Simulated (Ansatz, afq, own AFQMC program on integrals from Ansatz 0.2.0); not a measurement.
**BeNH$_{2}$, quartet: AFQMC among the cluster methods**

```yaml
atoms:
  - { symbol: N, position_ang: [0.0000, 0.0022, 2.2845] }
  - { symbol: Be, position_ang: [0.0000, -0.2305, -3.5038] }
  - { symbol: H, position_ang: [0.0000, 0.8093, 2.9145] }
  - { symbol: H, position_ang: [0.0000, 1.2203, -3.3318] }
```

Connectivity, by distances: NH ··· BeH.

Basis cc-pVDZ. Noble-gas cores (and the filled d shells of Ga–Kr and In–Xe) are frozen. AFQMC by an in-house program on the Cholesky factors that Ansatz 0.2.0 writes for its CCSD(T) run. The CISD trial takes its coefficients from CCSD amplitudes. Released means that phaseless walkers are propagated on without the constraint, phases kept. Error bars are statistical, one sigma.

Determinant: ROHF, the one that the program's search chose, which needn't be the lowest solution. The geometry is a point of a scan.

No full CI on the walks' own integrals is used here; CCSDT(Q) serves as the reference and is uncertain by about the last step of the cluster series.

Cautions: lower spins were not checked.

* T1 diagnostic: 0.0204
* weight of the determinant in the CISD state: 0.921
* size of the correlated space: 9 electrons in 36 orbitals

Reference: CCSDT(Q), correlation energy -4.663 eV. The released energy is read at 2.40 1/Eh (meV from the phaseless value at times in 1/Eh: -19 ± 15 at 0.24, 10 ± 6 at 0.51, -4 ± 18 at 0.99, -3 ± 7 at 1.62, 1 ± 10 at 2.40).

| level | E − E(reference) (mEh) | share of correlation (%) |
| --- | --- | --- |
| HF | 171.35 | 0.00 |
| MP2 | 33.26 | 80.59 |
| CCSD | 2.69 | 98.43 |
| CCSD(T) | 0.65 | 99.62 |
| CCSDT | 0.11 | 99.94 |
| ph-AFQMC/CISD | -0.10 ± 0.26 | 100.06 |
| released AFQMC | -0.07 ± 0.35 | 100.04 |

A walk keeps the symmetry of its determinant, which the program's search chose and which needn't be the lowest solution, so a lower state of the same spin and another symmetry isn't excluded. Released energies are given only where the last usable release times agree within the noise; a slower fall can still hide under it.
